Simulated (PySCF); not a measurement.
Level of theory: PySCF, PBE0, basis Si def2-TZVP, H def2-TZVP, Cl def2-TZVP (no relativity, density fitting). Open shells, if any, are unrestricted.

**Question.** What spin state, shape and geometry does isolated SiHCl take (every ligand bound to Si)?

**Answer.** Counting electrons, silicon keeps 2 of its valence electrons outside its bonds, so the VSEPR class is AX2E1 and the expected shape is bent; with unlike ligands the computed point group is Cs. The lowest minimum found is a singlet of Cs symmetry with Si–Cl 2.077 Å, Si–H 1.529 Å; Cl–Si–H 94.7°. Its harmonic wavenumbers are 527 (a'), 812 (a'), 2019 (a') cm⁻¹ and its dipole moment is 0.97 D.

Other isomers or separated fragments may lie lower.
